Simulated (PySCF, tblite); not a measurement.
**Complex of 2 × ammonia**

A gas-phase complex of 2 × ammonia; neutral, singlet. The structure comes from a short search (6 tight-binding starts) and was optimised by PBE0-D3(BJ)/def2-TZVPD; another way of binding may lie lower.

This structure isn't a minimum: the optimisation stopped short of the minimum along a soft mode, which is imaginary here (22i cm⁻¹ by PBE0-D3(BJ)/def2-TZVPD), and forces of up to 0.010 eV/Å are left. All values below rest on it.

Parts: 1 = ammonia (N), atoms 1–4; 2 = ammonia (N), atoms 5–8.

```csv
atom,part,x (Å),y (Å),z (Å)
N1,1,0.072,0.003,0.331
H2,1,1.034,-0.287,0.204
H3,1,-0.484,-0.843,0.347
H4,1,-0.198,0.526,-0.502
N5,2,-0.884,1.902,-2.122
H6,2,-0.180,2.601,-2.333
H7,2,-1.207,1.528,-3.006
H8,2,-1.665,2.388,-1.699
```

| contact | kind (by geometry) | distance (Å) | angle (°) |
| --- | --- | --- | --- |
| H4···N5 | hydrogen bond | 2.234 | 172 |

Interaction energies are complex less parts, with the parts frozen as they stand in it; counterpoise-corrected, in kcal/mol (PySCF). The CCSD(T) estimate is Hartree-Fock/aug-cc-pVQZ, plus the MP2 correlation part extrapolated as X⁻³ from aug-cc-pVTZ and aug-cc-pVQZ, plus CCSD(T) less MP2 in aug-cc-pVDZ; noble-gas cores are frozen. It isn't the exact limit.

```json
{"level": "Hartree-Fock/aug-cc-pVQZ", "interaction": "-1.39", "superposition error removed": "-"}
{"level": "wB97M-D3(BJ)/def2-TZVPD", "interaction": "-3.09", "superposition error removed": "-0.20"}
{"level": "PBE0-D3(BJ)/def2-TZVPD", "interaction": "-3.42", "superposition error removed": "-0.16"}
{"level": "MP2/aug-cc-pVQZ", "interaction": "-3.00", "superposition error removed": "-0.15"}
```

Q: What does CCSD(T) at its estimated basis limit give, and which of these levels comes nearest?

A: -3.01 kcal/mol. wB97M-D3(BJ)/def2-TZVPD and MP2/aug-cc-pVQZ come equally near, within the error of the estimate; the errors are Hartree-Fock/aug-cc-pVQZ +1.62, wB97M-D3(BJ)/def2-TZVPD -0.08, PBE0-D3(BJ)/def2-TZVPD -0.41, MP2/aug-cc-pVQZ +0.01.

Q: What holds them together? Decompose the wB97M-D3(BJ)/def2-TZVPD energy: frozen parts, their antisymmetrised product, then relaxation.

A: electrostatic -5.7, Pauli repulsion +5.0, orbital relaxation -2.0, dispersion correction -0.7 kcal/mol, which sum to the value before the counterpoise correction; the Pauli term holds the exchange-correlation of the frozen density too. Of the attraction, 68 % is electrostatic, 23 % is orbital relaxation, 8 % is dispersion correction.

The parts were also relaxed and run alone, at the levels used for the complex: shieldings by PBE0/pcSseg-2; core levels by delta-SCF with SCAN, pcX-2 on the ionised atom and pcseg-1 elsewhere, spin-free X2C.

Q: How do these values change when the complex forms?

A: 
```json
{"property": "N1–H4 bond (Å)", "alone": "1.013", "in the complex": "1.020", "change": "+0.007"}
{"property": "shielding of H4 (ppm)", "alone": "31.61", "in the complex": "28.65", "change": "-2.97"}
{"property": "shielding of N5 (ppm)", "alone": "263.7", "in the complex": "257.3", "change": "-6.4"}
{"property": "shielding of N1 (ppm)", "alone": "263.7", "in the complex": "259.9", "change": "-3.7"}
{"property": "N1 1s core level (eV)", "alone": "405.54", "in the complex": "404.43", "change": "-1.11"}
{"property": "N5 1s core level (eV)", "alone": "405.54", "in the complex": "405.78", "change": "+0.24"}
```

The 6 runs behind this took 7.5 min in all, one thread each of Arm Neoverse N1 on a shared host, launched as `OMP_NUM_THREADS=1 python cluster_run.py task.json out`.
